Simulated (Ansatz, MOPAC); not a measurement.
## BN2H5 (SMILES NBN): methods side by side

BN2H5, singlet, SMILES `NBN`. Each level relaxes the structure for itself.

Each level gives the zero-point energy at each level's own minimum (kJ/mol). The values are calculated.

```json
{"level": "MNDOD", "kind": "semi-empirical", "program": "MOPAC", "value (kJ/mol)": "182.0"}
{"level": "PM6", "kind": "semi-empirical", "program": "MOPAC", "value (kJ/mol)": "155.8"}
{"level": "PM6-DH2", "kind": "semi-empirical", "program": "MOPAC", "value (kJ/mol)": "155.8"}
{"level": "PM7", "kind": "semi-empirical", "program": "MOPAC", "value (kJ/mol)": "156.4"}
{"level": "HF/STO-3G", "kind": "Hartree–Fock", "program": "Ansatz", "value (kJ/mol)": "202.7"}
{"level": "HF/3-21G", "kind": "Hartree–Fock", "program": "Ansatz", "value (kJ/mol)": "187.1"}
{"level": "HF/6-31G* (Cartesian functions)", "kind": "Hartree–Fock", "program": "Ansatz", "value (kJ/mol)": "185.4"}
{"level": "PBE/def2-SVP", "kind": "GGA", "program": "Ansatz", "value (kJ/mol)": "168.8"}
{"level": "PBE-D3(BJ)/def2-TZVP", "kind": "GGA", "program": "Ansatz", "value (kJ/mol)": "169.7"}
{"level": "PBE0-D4/def2-TZVP", "kind": "global hybrid", "program": "Ansatz", "value (kJ/mol)": "175.1"}
```

Harmonic and unscaled. The values span 155.8 to 202.7 kJ/mol. Without the sets that lack polarisation functions the rows with a basis span only 168.8 to 185.4 kJ/mol.
